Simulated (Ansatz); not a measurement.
**Antifluorite Mg2Sn: properties by level of theory**

Reference values: lattice constant a 6.766 Å (measured, temperature not stated, no zero-point or thermal correction; as tabulated in Freccero, Grin, Wagner, Dalton Trans. (2023), ESI).

| level (code) | equilibrium lattice constant a (Å) | formation enthalpy (eV/atom) |
|---|---|---|
| LDA (Ansatz) | 6.663 | … |
| PBE-D3(BJ) (Ansatz) | … | … |
| B3LYP (VWN-RPA form) (Ansatz) | … | -0.398 |

Task: Fill in the missing entries.

Result: 
- LDA (Ansatz, an electronic-structure program), formation enthalpy (eV/atom): -0.237
- PBE-D3(BJ) (Ansatz), equilibrium lattice constant a (Å): 6.713
- PBE-D3(BJ) (Ansatz), formation enthalpy (eV/atom): -0.179
- B3LYP (VWN-RPA form) (Ansatz), equilibrium lattice constant a (Å): 6.806

Ansatz's density-functional and Hartree–Fock values are scalar-relativistic unless marked +SOC, with PAW data made under PBE.
